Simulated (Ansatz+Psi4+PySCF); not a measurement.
Two shapes of doublet CH₅O.

Shape 1:

```xyz
7

C    -1.2115    0.0080    0.0004
O     1.2940   -0.1087    0.0001
H     0.0095   -0.1180    0.0028
H    -1.5255   -0.2333    1.0101
H    -1.4307    1.0332   -0.2781
H    -1.5527   -0.7101   -0.7377
H     1.4166    0.8499   -0.0006
```

Shape 2:

```xyz
7

C    -1.2191    0.0370   -0.0007
O     1.2716   -0.0984   -0.0170
H    -0.0175   -0.1304   -0.0018
H    -1.5258   -0.2425    1.0386
H    -1.4149    1.0384   -0.2531
H    -1.5436   -0.6895   -0.7575
H     1.4079    0.8489   -0.0293
```

Basis set: cc-pVTZ (spherical functions). Left uncorrelated: 2 orbitals. Correlation on ROHF uses semicanonical orbitals with singles. Charge 0, multiplicity 2.

Computed with Ansatz (development build ahead of 0.2.0) and Psi4 1.11; each method stands on the lowest determinant of its kind that the runs found.

Problem. Which shape is lower in energy, and by how much in each method?

Solution.

```tsv
method	E(2) − E(1) (eV)
ROHF	0.031
UHF	0.043
ROHF-MP2	0.060
UHF-MP2	0.054
```

Shape 1 is lower.
